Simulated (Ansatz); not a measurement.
Basis-set extrapolation for `CCC1=CS1` (PBE0-D4/def2-TZVP geometry, frozen core, Ansatz 0.2.0). Multiplicity 1, RHF reference.

```json
{"": "HF", "def2-TZVPP": "-552.470790", "def2-QZVPP": "-552.489374"}
{"": "MP2 correlation", "def2-TZVPP": "-0.833323", "def2-QZVPP": "-0.890406"}
{"": "CCSD(T) correlation", "def2-TZVPP": "-0.916663", "def2-QZVPP": "not run"}
```

Energies in hartree. Use E(X) = E(∞) + A·exp(−7.88·√X) for Hartree–Fock and E(X) = E(∞) + B·X^(−2.97) for correlation, with X = 3 and 4, and add CCSD(T) minus MP2 of the smaller set to the MP2 limit.

What is the CCSD(T) energy at the basis-set limit?

HF limit: -552.489374 + (-0.018584) × 0.13774 = -552.49193. MP2 limit: -0.890406 + (-0.057083) × 0.74074 = -0.93269. Higher-order term: -0.916663 − (-0.833323) = -0.08334. Total: -553.50796 hartree, 316.4 kJ/mol below CCSD(T)/def2-TZVPP.
